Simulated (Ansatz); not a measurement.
The cluster Mg3H6, 9 atoms. Hardware: 4 threads of Arm Neoverse V2 on a shared host.

Correlated methods freeze 3 core orbitals; core or outer-core shells of Mg are correlated, in sets that lack core-valence functions.

(1) How many basis functions does each of these Ansatz runs have, and roughly what does it cost? PBE0-D4/def2-SVP, charge 0 singlet, energy with a search over starts; PBE0-D4/def2-SVP, charge 1 doublet at the geometry of the charge 0 singlet, energy with a search over starts; CCSD(T)/def2-TZVPP, charge 0 singlet, energy, from earlier orbitals; r2SCAN-D4/def2-TZVP, charge 0 triplet at the geometry of the charge 0 singlet, energy, from earlier orbitals; r2SCAN-D4/def2-TZVPD, charge -1 doublet at the geometry of the charge 0 singlet, energy, from earlier orbitals; PBE0-D4/def2-TZVP, charge 0 singlet, energy, from earlier orbitals; r2SCAN-D4/def2-TZVP, charge 0 singlet, energy, from earlier orbitals; PBE0-D4/def2-TZVPD, charge -1 doublet at the geometry of the charge 0 singlet, energy, from earlier orbitals; r2SCAN-D4/def2-TZVP, charge 1 doublet at the geometry of the charge 0 singlet, energy, from earlier orbitals; PBE-D4/def2-TZVP, charge 1 doublet at the geometry of the charge 0 singlet, energy, from earlier orbitals; r2SCANh-D4/def2-TZVP, charge 0 singlet, energy, from earlier orbitals; r2SCAN-D4/def2-TZVPD, charge 0 singlet, energy, from earlier orbitals.

Results:

(1) Other jobs shared the machine, so times can vary by a factor of up to 3. A dash marks memory too small to be measured apart from the calling script's.

| run | functions | fitting or Cholesky vectors | wall time | peak host memory (GiB) |
| --- | --- | --- | --- | --- |
| PBE0-D4/def2-SVP, charge 0 singlet, energy with a search over starts | 84 | 921 | 0.95 s | – |
| PBE0-D4/def2-TZVP, charge 0 singlet, energy, from earlier orbitals | 132 | 1128 | 1 s | – |
| PBE-D4/def2-TZVP, charge 1 doublet at the geometry of the charge 0 singlet, energy, from earlier orbitals | 132 | 1128 | 1.7 s | – |
| r2SCAN-D4/def2-TZVP, charge 0 singlet, energy, from earlier orbitals | 132 | 1128 | 1.9 s | – |
| r2SCANh-D4/def2-TZVP, charge 0 singlet, energy, from earlier orbitals | 132 | 1128 | 2 s | – |
| r2SCAN-D4/def2-TZVPD, charge 0 singlet, energy, from earlier orbitals | 159 | 1230 | 2.6 s | – |
| PBE0-D4/def2-TZVPD, charge -1 doublet at the geometry of the charge 0 singlet, energy, from earlier orbitals | 159 | 1230 | 2.9 s | – |
| r2SCAN-D4/def2-TZVP, charge 1 doublet at the geometry of the charge 0 singlet, energy, from earlier orbitals | 132 | 1128 | 3.8 s | – |
| r2SCAN-D4/def2-TZVP, charge 0 triplet at the geometry of the charge 0 singlet, energy, from earlier orbitals | 132 | 1128 | 4.1 s | – |
| PBE0-D4/def2-SVP, charge 1 doublet at the geometry of the charge 0 singlet, energy with a search over starts | 84 | 738 | 4.2 s | – |
| r2SCAN-D4/def2-TZVPD, charge -1 doublet at the geometry of the charge 0 singlet, energy, from earlier orbitals | 159 | 1230 | 4.9 s | – |
| CCSD(T)/def2-TZVPP, charge 0 singlet, energy, from earlier orbitals | 180 | 1264 | 52 s | 2.3 |
